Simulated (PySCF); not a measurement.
## Molecular orbitals of BCl

RHF at R = 1.737 Å; basis B cc-pVDZ, Cl cc-pV(D+d)Z; no relativity; PySCF 2.14. State: ¹Σ⁺ (singlet), closed shell. Only the outer orbitals are listed, counted within each symmetry.

```
orbital  occ.  ε (eV)  on B (%)          main shells (%)
     5σ     2  -31.40        12                  87 Cl s
     6σ     2  -18.12        30          61 Cl p, 25 B s
     2π     2  -14.10         8                  92 Cl p
     2π     2  -14.10         8                  92 Cl p
     7σ     2  -10.37        90  60 B s, 28 B p, 10 Cl p
     3π     0    1.89        93                   94 B p
     3π     0    1.89        93                   94 B p
     8σ     0    6.22       107           96 B p, 14 B s
```

Problem. Which are the highest filled and the lowest empty level, where do they sit, and how wide is the gap?

Solution. Highest filled 7σ at -10.37 eV (in %: 60 B s, 28 B p, 10 Cl p); lowest empty 3π at 1.89 eV (in %: 94 B p); the gap at RHF is 12.26 eV. An empty level above zero is unbound, and its energy depends on the basis.

| Quantity | Value |
| --- | --- |
| bond order (Mayer) | 1.35 |
| ⟨S²⟩ | 0.000 |
| charge on B (Mulliken, basis-dependent) | 0.06 |
| charge on B (Löwdin, basis-dependent) | -0.15 |
| dipole moment (positive dipole means B(−)Cl(+)) | 1.20 D |
| polarisability along the bond | 31.6 bohr³ |
| polarisability across the bond | 21.4 bohr³ |

Shares are Mulliken populations and can fall outside 0 to 100 %.
